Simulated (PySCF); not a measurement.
**Core binding energy against partial charge**

C4H7N.
Structure used (PBE0-D3(BJ)/def2-SVP), in Å, numbered top down from 1:
```
atom  x, y, z in Å
C1    -2.164    0.834    0.113
C2    -0.887    0.475   -0.069
C3    -0.349   -0.785    0.452
N4     0.834   -1.241    0.350
C5     1.841   -0.490   -0.356
H6    -2.560    1.774   -0.278
H7    -2.857    0.190    0.665
H8    -0.215    1.137   -0.624
H9    -1.074   -1.408    1.004
H10    2.025    0.500    0.101
H11    2.793   -1.040   -0.344
H12    1.574   -0.317   -1.415
```

Binding energies: delta-SCF UKS SCAN, pcX-2 on the ionised atom, pcseg-1 elsewhere, spin-free X2C (PySCF 2.14.0). Charges: PBE0/pcSseg-1 ground-state density, for the ionised atom.

```
atom           environment  C 1s (eV)  Mulliken (e)  IAO (e)  Hirshfeld (e)  ESP (e)
  C1  terminal =CH2 carbon     290.60        -0.135   -0.272         -0.072   -0.585
  C2      alkene CH carbon     290.95        -0.263   -0.177         -0.049   +0.007
  C5       N-methyl carbon     291.29        -0.150   -0.312         -0.075   +0.314
  C3          imine carbon     291.55        +0.113   +0.018         +0.029   +0.315
```

Problem. Give the correlation coefficient and slope of binding energy on charge for each scheme.

Solution. ESP: r = 0.94, slope 0.9 eV per e; Hirshfeld: r = 0.70, slope 5.9 eV per e; Mulliken: r = 0.65, slope 1.7 eV per e; IAO: r = 0.60, slope 1.7 eV per e. ESP charges have the highest r, on only 4 points.

Problem. The point-charge model writes a binding energy as kq + V + constant, with V the potential of the other atoms' charges at the site. What does it give with the Hirshfeld charges?

Solution. V = Σ 14.40 eV Å × q/r over all other atoms: +1.15 eV at C1, +0.44 eV at C2, +0.52 eV at C5, -1.15 eV at C3. Fitting binding energy − V to q gives k = 25.1 eV per e and leaves an rms residual of 0.50 eV, against 0.26 eV for the fit on q alone. The model has no term for differences in relaxation between sites.

The unrestricted hole states depart most from a pure doublet (⟨S²⟩ = 0.75; over 0.85 named) for C 1s of C2 (0.89) and C 1s of C3 (0.90), which makes these values less certain. Isolated species at its PBE0-D3(BJ)/def2-SVP geometry (one conformer only).
